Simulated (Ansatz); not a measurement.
# singlet AlH2(+): levels of theory in one basis

```yaml
atoms:
  - { symbol: H, position_ang: [0.0000, 0.0004, -1.6826] }
  - { symbol: Al, position_ang: [0.0000, -0.0008, 0.0000] }
  - { symbol: H, position_ang: [0.0000, 0.0004, 1.6826] }
```

Basis set: def2-SVP (spherical functions). Frozen core: 5 orbitals. Charge 1, multiplicity 1.

Computed with Ansatz (development build ahead of 0.2.0); each method stands on the lowest determinant of its kind that the runs found.

```json
{"method": "RHF", "E − E(RHF) (eV)": "0.00", "<S²> of the determinant": "0.00"}
{"method": "RHF-MP2", "E − E(RHF) (eV)": "-1.39", "<S²> of the determinant": "–"}
```

Q: What does RHF-CCSD(T) give on the same scale?

A: -1.90 eV.

Q: Is a single determinant a sound starting point here?

A: By this sign, yes. Unrestricted orbitals gain 0.00 eV and <S²> is 0.00 against 0.00 for a pure state.
